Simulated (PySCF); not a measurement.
PySCF input:

```python
from pyscf import gto, scf, dft

mol = gto.M(
    atom='''
    C     0.00327342    0.02137882    0.11257968
    C     0.09532447    0.42175209    1.31948097
    C    -0.04988734   -0.27325839   -1.20303702
    H    -0.15282464   -0.23863109    2.15258061
    H     0.80620451   -0.68175225   -1.73348371
    H    -0.94564319   -0.09885182   -1.79323865
    ''',
    basis='def2-tzvpd',
    charge=-1,
    spin=0,
    verbose=4,
)

mf = dft.RKS(mol, xc='m062x').density_fit(auxbasis='def2-universal-jkfit')
mf.grids.level = 4
mf.conv_tol = 1e-9
mf.max_cycle = 100
mf.max_memory = 1500
mf.kernel()
if not mf.converged:
    mf = mf.newton()
    mf.kernel(mf.make_rdm1())
mf.analyze()
```

Problem. What final total energy does it print?

Solution. -116.02053 Eh (M06-2X/def2-TZVPD).

It need not be the lowest isomer of its formula. Whether it binds its extra electron was not tested at this geometry.
